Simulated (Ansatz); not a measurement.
**How methods differ on SiH2OF (SMILES O[SiH]F)**

The species is SiH2OF (5 atoms), meant as a doublet with charge 0. As SMILES, `O[SiH]F`. Geometry: relaxed at PBE0-D4/def2-TZVP. This is one conformer, not always the lowest.

```xyz
5

O    -0.6152   -0.8846   -0.2763
Si    0.2839    0.2457    0.4931
F     0.2070    1.6465   -0.2831
H    -1.5645   -0.7651   -0.3380
H     1.6888   -0.2426    0.4044
```

Each level gives the energy change with the O1–Si2 bond stretched from 1.636 to 2.046 Å (eV). The values are calculated.

```json
{"level": "UHF/STO-3G", "kind": "Hartree–Fock", "program": "Ansatz", "value (eV)": "1.50", "less FCI/STO-3G": "+0.42", "CPU time (all runs)": "0.32 s"}
{"level": "USVWN5/STO-3G", "kind": "LDA", "program": "Ansatz", "value (eV)": "1.09", "less FCI/STO-3G": "+0.01", "CPU time (all runs)": "2.5 s"}
{"level": "UPBE0/STO-3G", "kind": "global hybrid", "program": "Ansatz", "value (eV)": "1.15", "less FCI/STO-3G": "+0.07", "CPU time (all runs)": "4.3 s"}
{"level": "UCAM-B3LYP/STO-3G", "kind": "range-separated hybrid", "program": "Ansatz", "value (eV)": "1.22", "less FCI/STO-3G": "+0.14", "CPU time (all runs)": "5.3 s"}
{"level": "UB2PLYP/STO-3G", "kind": "double hybrid", "program": "Ansatz", "value (eV)": "1.20", "less FCI/STO-3G": "+0.12", "CPU time (all runs)": "5 s"}
{"level": "RPA@PBE/STO-3G", "kind": "RPA", "program": "Ansatz", "value (eV)": "0.85", "less FCI/STO-3G": "-0.23", "CPU time (all runs)": "5.4 s"}
{"level": "UMP2/STO-3G", "kind": "perturbation theory", "program": "Ansatz", "value (eV)": "1.50", "less FCI/STO-3G": "+0.42", "CPU time (all runs)": "0.36 s"}
{"level": "UCCSD(T)/STO-3G", "kind": "coupled cluster or CI", "program": "Ansatz", "value (eV)": "1.11", "less FCI/STO-3G": "+0.03", "CPU time (all runs)": "0.71 s"}
{"level": "FCI/STO-3G", "kind": "exact in the basis", "program": "Ansatz", "value (eV)": "1.08", "less FCI/STO-3G": "0.00", "CPU time (all runs)": "37 s"}
```

FCI/STO-3G is exact within its basis and frozen core, so for wave-function methods in that basis the difference is their error; functionals converge differently with the basis, so for them it is only a difference. The first shape isn't each level's own minimum. The values span 0.85 to 1.50 eV. Spin contamination of the reference (⟨S²⟩ at least 0.1 too high) touches UHF/STO-3G, UMP2/STO-3G, UCCSD(T)/STO-3G. All rows use very small basis sets, so even the best lies far from the true value. Times are those of the runs behind each value, whatever else they computed, on shared processors of several kinds: orders of magnitude only.
